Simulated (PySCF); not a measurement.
Gas-phase reaction: BH₂Cl + B ⇌ BCl + BH₂

Energies from PySCF, thermal terms from the rigid-rotor harmonic-oscillator model, ideal gas at 1 bar. † marks an energy on the PBE0/def2-TZVP geometry and frequencies; other levels use their own. MP2 and CCSD(T) freeze the core. 6-31G* has spherical d functions here. Open shells (unrestricted): B (multiplicity 2), BH₂ (multiplicity 2); the rest are closed-shell singlets. Spin-orbit splitting is ignored; it lowers the true energy and changes the entropy of B. B3LYP is the form with VWN-RPA correlation. BH₂Cl: computed as isolated molecules; such fragments, hydroxides, amides, oligomers or adducts are transient or little studied in the gas. MP2 isn't extrapolated to the basis-set limit. CCSD(T) isn't extrapolated to the basis-set limit.

```csv
level,"ΔH°(298 K), kJ"
B3LYP/6-31G*,18
CCSD(T)/def2-TZVPP†,___
HF/6-31G*,32
HF/def2-TZVP†,___
MP2/def2-SVP†,12
MP2/def2-TZVPP†,14
PBE/def2-TZVP†,___
PBE0/def2-QZVP†,9
PBE0/def2-SVP†,___
r2SCAN/def2-TZVP†,3
ωB97X-V/def2-TZVP†,20
```

Problem. Fill in the missing entries.

Solution. 
- CCSD(T)/def2-TZVPP†, ΔH°(298 K), kJ: 16
- HF/def2-TZVP†, ΔH°(298 K), kJ: 25
- PBE/def2-TZVP†, ΔH°(298 K), kJ: 0
- PBE0/def2-SVP†, ΔH°(298 K), kJ: 9
